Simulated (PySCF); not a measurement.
An unknown gives this computed stick spectrum. Method used: PySCF, TDDFT PBE0/def2-SVPD, vertical, gas phase, core orbitals frozen in the response. Geometries: GFN2-xTB, one conformer each.

```csv
state,E (eV),λ (nm),f
S1,6.73,184.3,0.026
S2,7.11,174.4,0.333
S3,7.46,166.1,0.015
S4,7.65,162.1,0.0079
S5,7.79,159.2,0.027
S6,7.82,158.5,0.050
S7,8.31,149.3,0.0061
S8,8.39,147.8,0.025
```

Triplets computed (Tamm–Dancoff): 4.40, 6.63, 7.37 eV.

Question: Which structure fits?
A. `C1CCCCC1`
B. `CCCPC`
C. `C=C(CC)CC`

Answer: C. Its S1 lies at 6.73 eV; the nearest of the others has S1 at 6.03 eV. S1 is HOMO→LUMO+1 (96%). Löwdin shares by element: HOMO carbon 81% or more (atoms not listed hold the other 19%); LUMO carbon 58% or more, hydrogen 13% or more (atoms not listed hold the other 29%). At the same level the other candidates give, for their lowest levels:
- `C1CCCCC1`: 8.01 eV (f 0.000 summed over 2 states); 8.47 eV (f 0.000 summed over 2 states); 8.63 eV (f 0.002); 8.64 eV (f 0.000); 8.68 eV (f 0.070 summed over 2 states); T1 7.81 eV; HOMO -8.28, LUMO 0.84 eV
- `CCCPC`: 6.03 eV (f 0.028); 6.48 eV (f 0.077); 7.14 eV (f 0.026); 7.16 eV (f 0.118); 7.24 eV (f 0.029); T1 5.18 eV; HOMO -6.66, LUMO 0.46 eV

The values belong to the conformer `[CH2:1]=[C:2]([CH2:3][CH3:4])[CH2:5][CH3:6]`: C1–C2–C3–C4 112°, C1–C2–C5–C6 112°.
